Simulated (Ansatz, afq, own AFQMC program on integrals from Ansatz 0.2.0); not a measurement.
GeH$_{2}$O, singlet in cc-pVDZ along one coordinate

```xyz
4

Ge    0.0000   -0.0451    0.3362
O     0.0000    0.1518   -1.4436
H     0.0000    1.5359    0.5766
H     0.0000   -0.6985   -1.8920
```

The angle O2–Ge1–H3 is changed with bond lengths fixed. Energies in kcal/mol count from this geometry (92.335 °) at the same level; the start stands on RHF, each point on the determinant named.

Basis cc-pVDZ. Noble-gas cores (and the filled d shells of Ga–Kr and In–Xe) are frozen. Integrals, coupled cluster, full CI and functionals: Ansatz 0.2.0; the random walks run on the same integrals in our own AFQMC program. ph-AFQMC/CISD is guided by a CISD state made of CCSD amplitudes; releasing the constraint for a short imaginary time cuts its bias at the price of noise, slowly where states lie close. Uncertainties: one standard error, sampling alone. No spin–orbit coupling.

Cautions, each for one point or more: higher spins were not checked; inner d shell frozen; no relativity below Rb; no spin-orbit coupling; raised T1 diagnostic; restricted determinant unstable towards unrestricted.

| angle O2–Ge1–H3 / ° | det. | T1 | weight | CCSD(T) | ph-AFQMC/CISD | released AFQMC | MP2 | PBE0 |
| --- | --- | --- | --- | --- | --- | --- | --- | --- |
| 70.200 | RHF | 0.023 | 0.87 | 12.6 | 12.2 ± 0.6 | 11.9 ± 0.9* | 12.8 | 11.8 |
| 85.500 | RHF | 0.022 | 0.88 | 1.2 | 0.4 ± 0.6 | 1.7 ± 0.8 | 1.2 | 1.0 |
| 103.300 | RHF | 0.021 | 0.88 | 2.0 | 1.6 ± 0.5 | 1.3 ± 0.8* | 2.0 | 2.2 |
| 122.700 | RHF | 0.021 | 0.88 | 15.4 | 14.7 ± 0.5 | 15.5 ± 0.8 | 15.8 | 15.6 |
| 139.100 | RHF | 0.021 | 0.87 | 34.8 | 33.6 ± 0.6 | 35.0 ± 0.9 | 35.9 | 34.9 |
| 161.400 | RHF | 0.023 | 0.85 | 70.8 | 70.0 ± 0.7 | 70.6 ± 1.2* | 73.6 | 66.9§ |

Weight is that of the determinant in the CISD state; at the start T1 is 0.021 and the weight 0.88. An asterisk marks released energies that aren't shown to be converged. § marks a functional whose ⟨S²⟩ is too high by over 0.1. Largest departures from phaseless AFQMC with a CISD trial: CCSD(T) 1.3 kcal/mol at 139.100 (on RHF) (within the noise), released AFQMC 1.4 kcal/mol at 139.100 (on RHF) (within the noise), MP2 3.6 kcal/mol at 161.400 (on RHF), PBE0 1.3 kcal/mol at 139.100. The walk's constraint bias lies outside its error bars, so these are departures and not errors. Functionals count only at points shown to share the start's state and spin. In this small basis the wave-function levels are far from their limit, so their gap to the functionals isn't the functionals' error.

Some points may be missing: those where a free walk finds a much lower state, and past Zn most of those on another determinant than at the start.

A walk keeps the symmetry of its determinant, which the program's search chose and which needn't be the lowest solution, so a lower state of the same spin and another symmetry isn't excluded.
